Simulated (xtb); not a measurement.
xtb input (GFN1-xTB):

```bash
xtb mol.xyz --gfn 1 --sp --chrg -1 --uhf 0
```
mol.xyz:
```
6

C      0.00459725    -0.00249754     0.33487939
C      0.02158522    -0.01172655     1.57233990
C     -0.01550427     0.00842296    -1.12938267
H     -0.01786863     1.02668686    -1.54815061
H      0.85593006    -0.49887077    -1.57152384
H     -0.90213069    -0.49300933    -1.54734531
```

Output:

```
           -------------------------------------------------
          |                Calculation Setup                |
           -------------------------------------------------

           -------------------------------------------------
          |                 G F N 1 - x T B                 |
           -------------------------------------------------

        Reference                      10.1021/acs.jctc.7b00118
      * Hamiltonian:
        H0-scaling (s, p, d)           1.850000    2.250000    2.000000
        zeta-weighting                 0.000000
      * Dispersion:
        s8                             2.400000
        a1                             0.630000
        a2                             5.000000
        s9                             0.000000
      * Repulsion:
        kExp                           1.500000
        rExp                           1.000000
      * Coulomb:
        alpha                          2.000000
        third order                    atomic
        anisotropic                    false
      * Halogen bond correction:
        rad-scale                      1.300000
        damping                        0.440000

          ...................................................
          :                      SETUP                      :
          :.................................................:
          :  # basis functions                  18          :
          :  # atomic orbitals                  18          :
          :  # shells                           12          :
          :  # electrons                        16          :
          :  # halogen bonds                     0          :
          :  max. iterations                   250          :
          :  Hamiltonian                  GFN1-xTB          :
          :  restarted?                      false          :
          :  GBSA solvation                  false          :
          :  PC potential                    false          :
          :  electronic temp.          300.0000000     K    :
          :  accuracy                    1.0000000          :
          :  -> integral cutoff          0.2500000E+02      :
          :  -> integral neglect         0.1000000E-07      :
          :  -> SCF convergence          0.1000000E-05 Eh   :
          :  -> wf. convergence          0.2000000E-04 e    :
          :  Broyden damping             0.4000000          :
          :  net charge                         -1          :
          :  unpaired electrons                  0          :
          ...................................................

 iter      E             dE          RMSdq      gap      omega  full diag
   1     -8.1335913 -0.813359E+01  0.974E+00    5.91       0.0  T
   2     -8.1670915 -0.335002E-01  0.570E+00    4.62       1.0  T
   3     -8.1676526 -0.561114E-03  0.196E+00    4.37       1.0  T
   4     -8.1676599 -0.732677E-05  0.124E-01    4.39       1.0  T
   5     -8.1676884 -0.284446E-04  0.860E-03    4.43       4.7  T
   6     -8.1676885 -0.608916E-07  0.102E-03    4.43      39.9  T
   7     -8.1676885 -0.205355E-08  0.407E-04    4.43     100.4  T
   8     -8.1676885 -0.128638E-09  0.730E-05    4.43     559.5  T
   9     -8.1676885 -0.403411E-11  0.135E-06    4.43   30138.5  T

   *** convergence criteria satisfied after 9 iterations ***

         #    Occupation            Energy/Eh            Energy/eV
      -------------------------------------------------------------
         1        2.0000           -0.4238940             -11.5347
         2        2.0000           -0.3207280              -8.7275
         3        2.0000           -0.3174214              -8.6375
         4        2.0000           -0.3174214              -8.6375
         5        2.0000           -0.2795459              -7.6068
         6        2.0000           -0.1403428              -3.8189
         7        2.0000           -0.1403428              -3.8189
         8        2.0000           -0.1047163              -2.8495 (HOMO)
         9                          0.0580661               1.5801 (LUMO)
        10                          0.0981831               2.6717
        11                          0.0981831               2.6717
        12                          0.1318102               3.5867
        13                          0.1318102               3.5867
       ...                                ...                  ...
        18                          1.3347079              36.3193
      -------------------------------------------------------------
                  HL-Gap            0.1627825 Eh            4.4295 eV
             Fermi-level           -0.0233251 Eh           -0.6347 eV

 SCC (total)                   0 d,  0 h,  0 min,  0.011 sec
 SCC setup                      ...        0 min,  0.000 sec (  1.325%)
 Dispersion                     ...        0 min,  0.000 sec (  0.814%)
 classical contributions        ...        0 min,  0.000 sec (  0.207%)
 integral evaluation            ...        0 min,  0.001 sec ( 12.415%)
 iterations                     ...        0 min,  0.007 sec ( 63.592%)
 molecular gradient             ...        0 min,  0.002 sec ( 18.799%)
 printout                       ...        0 min,  0.000 sec (  2.425%)

         :::::::::::::::::::::::::::::::::::::::::::::::::::::
         ::                     SUMMARY                     ::
         :::::::::::::::::::::::::::::::::::::::::::::::::::::
         :: total energy              -8.018337902621 Eh    ::
         :: gradient norm              0.072719414016 Eh/a0 ::
         :: HOMO-LUMO gap              4.429536555225 eV    ::
         ::.................................................::
         :: SCC energy                -8.167688457243 Eh    ::
         :: -> electrostatic           0.154413746563 Eh    ::
         :: repulsion energy           0.150589630670 Eh    ::
         :: dispersion energy         -0.001239076047 Eh    ::
         :: halogen bond corr.         0.000000000000 Eh    ::
         :: add. restraining           0.000000000000 Eh    ::
         :: total charge              -1.000000000000 e     ::
         :::::::::::::::::::::::::::::::::::::::::::::::::::::

           -------------------------------------------------
          |                Property Printout                |
           -------------------------------------------------

    * Orbital Energies and Occupations

         #    Occupation            Energy/Eh            Energy/eV
      -------------------------------------------------------------
         1        2.0000           -0.4238940             -11.5347
         2        2.0000           -0.3207280              -8.7275
         3        2.0000           -0.3174214              -8.6375
         4        2.0000           -0.3174214              -8.6375
         5        2.0000           -0.2795459              -7.6068
         6        2.0000           -0.1403428              -3.8189
         7        2.0000           -0.1403428              -3.8189
         8        2.0000           -0.1047163              -2.8495 (HOMO)
         9                          0.0580661               1.5801 (LUMO)
        10                          0.0981831               2.6717
        11                          0.0981831               2.6717
        12                          0.1318102               3.5867
        13                          0.1318102               3.5867
        14                          0.3994544              10.8697
        15                          0.4574341              12.4474
        16                          0.4574342              12.4474
        17                          0.6427802              17.4909
        18                          1.3347079              36.3193
Note: The following floating-point exceptions are signalling: IEEE_DENORMAL
normal termination of xtb
      -------------------------------------------------------------
                  HL-Gap            0.1627825 Eh            4.4295 eV
             Fermi-level           -0.0233251 Eh           -0.6347 eV

  Mulliken/CM5 charges         n(s)   n(p)   n(d)
     1C    -0.10218 -0.11269   1.079  3.023  0.000
     2C    -0.72775 -0.72838   1.604  3.123  0.000
     3C    -0.07118 -0.21066   0.994  3.077  0.000
     4H    -0.03296  0.01724   1.033  0.000  0.000
     5H    -0.03296  0.01724   1.033  0.000  0.000
     6H    -0.03296  0.01724   1.033  0.000  0.000

Wiberg/Mayer (AO) data.
largest (>0.10) Wiberg bond orders for each atom

 ---------------------------------------------------------------------------
     #   Z sym  total        # sym  WBO       # sym  WBO       # sym  WBO
 ---------------------------------------------------------------------------
     1   6 C    3.946 --     2 C    2.917     3 C    1.006
     2   6 C    3.029 --     1 C    2.917
     3   6 C    3.968 --     1 C    1.006     6 H    0.977     5 H    0.977
                             4 H    0.977
     4   1 H    1.022 --     3 C    0.977
     5   1 H    1.022 --     3 C    0.977
     6   1 H    1.022 --     3 C    0.977
 ---------------------------------------------------------------------------

Topologies differ in total number of bonds
Writing topology from bond orders to xtbtopo.mol

 dipole moment from electron density (au)
     X       Y       Z
  -0.0383   0.0208  -2.7925  total (Debye):    7.099

           -------------------------------------------------
          | TOTAL ENERGY               -8.018337902621 Eh   |
          | GRADIENT NORM               0.072719414016 Eh/α |
          | HOMO-LUMO GAP               4.429536555225 eV   |
           -------------------------------------------------

------------------------------------------------------------------------
------------------------------------------------------------------------
 total:
 SCF:
```

It need not be the lowest isomer of its formula. Whether it binds its extra electron was not tested at this geometry.
